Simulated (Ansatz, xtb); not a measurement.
# Redistribution: C2H4ClF + CH2F2 → C2H4F2 + CH2ClF

Species: C2H4ClF (1-chloro-2-fluoroethane) `FCCCl`, singlet; CH2F2 (difluoromethane) `FCF`, singlet; C2H4F2 (1,2-difluoroethane) `FCCF`, singlet; CH2ClF (chlorofluoromethane) `FCCl`, singlet. The partners trade Cl for F; both sit on C, so the bond types are kept.

Shapes, held fixed at every level: PBE0-D4/def2-TZVP. Flexible molecules stand in one conformer, not always the lowest. Programs: Ansatz 0.2.0, xtb 6.7.1. The zero-point and thermal change to 298 K, harmonic and unscaled (PBE0-D4/def2-TZVP), is -0.8 kJ/mol.

```
               level                    kind  ΔH(298 K) (kJ/mol)  less CCSD(T)/CBS estimate
            GFN1-xTB          semi-empirical               +14.9                      -11.9
       HF/def2-TZVPP            Hartree–Fock               +27.7                       +0.9
   PBE-D4/def2-TZVPP                     GGA               +22.6                       -4.2
 BHLYP-D4/def2-TZVPP           global hybrid               +26.2                       -0.6
  PBE0-D4/def2-TZVPP           global hybrid               +25.4                       -1.4
  wB97M-V/def2-TZVPP  range-separated hybrid               +25.0                       -1.8
    CCSD(T)/def2-SVP   coupled cluster or CI               +33.4                       +6.6
CCSD(T)/CBS estimate   coupled cluster or CI               +26.8                        0.0
```

The highest level, CCSD(T)/CBS estimate, gives ΔH(298 K) = +26.8 kJ/mol; the levels span +14.9 to +33.4. The column of differences is taken from that level and isn't an error. No measured value is set beside it here. The CBS estimate extrapolates MP2 from def2-TZVPP and def2-QZVPP and adds CCSD(T) − MP2 in the triple-zeta set, cores frozen.
